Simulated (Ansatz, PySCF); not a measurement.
Species: dimethylacetylene, C₄H₆ (charge 0, singlet). SMILES: C(#CC)C
Structure (B3LYP-D3(BJ)/def2-TZVP (Ansatz, a program for electronic structure) minimum search):
```xyz
10

C     -0.0002     0.0011     2.0565
C     -0.0001     0.0003     0.6006
C      0.0001    -0.0003    -0.6006
C      0.0002    -0.0011    -2.0565
H     -0.0090     1.0202     2.4498
H     -0.8782    -0.5156     2.4506
H      0.8864    -0.5005     2.4508
H     -0.0085     1.0175    -2.4509
H      0.8870    -0.5032    -2.4500
H     -0.8777    -0.5183    -2.4502
```

Wanted: atomisation energy, in kcal/mol. Conventions: LANL2DZ all-electron up to Ne; frozen cores in correlated levels; UHF or UKS for open shells; 6-31G* and kin with 6d, 5d where marked; spin-orbit terms left out; no dispersion term unless named; atomisation electronic, to ground-state atoms; non-relativistic; 6-311+G** with 5d. CBS(X,Y): correlation extrapolated as X^-3; Hartree-Fock from the larger set. [CCSD(T)-MP2]/basis is that difference in the basis named. Ab initio and DFT rows: single points at B3LYP-D3(BJ) geometries (Ansatz).

Coupled cluster (Ansatz) is a level with limits of its own, used here on species with T1 under 0.025 (0.045 for open shells) and stable references: RI-MP2/CBS(cc-pVTZ,cc-pVQZ)+[CCSD(T)-MP2]/cc-pVTZ.

Value to compare with, RI-MP2/CBS(cc-pVTZ,cc-pVQZ)+[CCSD(T)-MP2]/cc-pVTZ (Ansatz): 1001.7 kcal/mol.

```tsv
level	program	atomisation energy (kcal/mol)	difference
HF/STO-3G	Ansatz	906.1	-95.6
HF/LANL2DZ	Ansatz	713.7	-288.0
HF/6-311+G**	Ansatz	748.2	-253.5
SVWN5/6-31G*	Ansatz	1142.9	141.2
PBE/LANL2DZ	Ansatz	1003.8	2.1
BP86/def2-SVP	PySCF	1037.4	35.7
B3LYP/STO-3G	Ansatz	1167.1	165.4
B3LYP/6-31G*	Ansatz	999.0	-2.7
B3LYP/6-31+G*	Ansatz	991.1	-10.6
B3LYP/6-311+G**	Ansatz	994.4	-7.3
PBE0/6-31G*	Ansatz	1009.2	7.5
M06-2X/6-31G* (5d)	PySCF	1005.1	3.4
MP2/6-31G*	Ansatz	937.2	-64.5
B3PW91/6-31G* (5d)	PySCF	1005.8	4.1
PBE/def2-TZVPD	Ansatz	1025.0	23.3
r2SCAN-D4/def2-TZVPD	Ansatz + dftd4	1004.7	3.0
B3LYP/def2-TZVPD	Ansatz	999.6	-2.1
```

Among the 14 habitual levels, HF/LANL2DZ lies farthest from RI-MP2/CBS(cc-pVTZ,cc-pVQZ)+[CCSD(T)-MP2]/cc-pVTZ (Ansatz) (-288.0 kcal/mol) and PBE/LANL2DZ nearest (2.1); 7 of 14 lie above it, and their mean absolute difference is 77.3 kcal/mol, the median 23.2. One case shows no general order.

The levels are drawn from those run, B3LYP/6-31G* more often than the rest, none by its result; runs whose electronic state is in doubt are left out.
